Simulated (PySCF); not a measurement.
Work out the structure from these simulated measurements.

Formula: Na2.

- Valence photoelectron: vertical ionisation energy: 5.09 eV [ΔSCF CAM-B3LYP/def2-SVPD]
- Polarisability: 234.5 au [CAM-B3LYP/def2-SVPD]
- Dipole: 0.00 D [CAM-B3LYP/def2-SVPD]
- XPS: Na1s 1076.9 (×2) eV [ΔSCF SCAN, pcX-2 on the ionised atom, pcseg-1 elsewhere, spin-free X2C]
- Rotational structure: rotational constant B (linear): 4.498 GHz [PBE0-D3(BJ)/def2-SVP]
- NMR, other nuclei: isotropic shieldings of nuclei other than C and H, by class: 610 (2 Na) ppm [GIAO PBE/pcSseg-2]
- UV, strongest line: among the 10 lowest singlet transitions: S2/S3 at 2.65 eV (468 nm, f = 1.121 summed over these states) [TDDFT CAM-B3LYP/def2-SVPD]
- Triplet: lowest triplet excitation (Tamm–Dancoff): 0.96 eV [TDA CAM-B3LYP/def2-SVPD]

Electronic properties: PySCF, gas phase, density fitting. Levels stand in brackets. Geometry: PBE0-D3(BJ)/def2-SVP; no solvent, vibrations or thermal averaging. Each NMR value is the plain mean over a class of atoms that symmetry, rotation or inversion makes alike.

Question: Propose a structure and show how it fits.

Answer: The other shieldings belong to: 610 ppm, sodium bonded to Na. The core levels belong to: Na1s 1076.9 eV, sodium bonded to Na. The first electron is taken from the HOMO, whose largest Löwdin shares are 0.50 on each of 2 atoms of one kind (sodium bonded to Na). The vanishing dipole is forced by symmetry. The optimised geometry has point group D∞h and is a linear rotor. Structure: `[Na][Na]` (sodium diatomic).
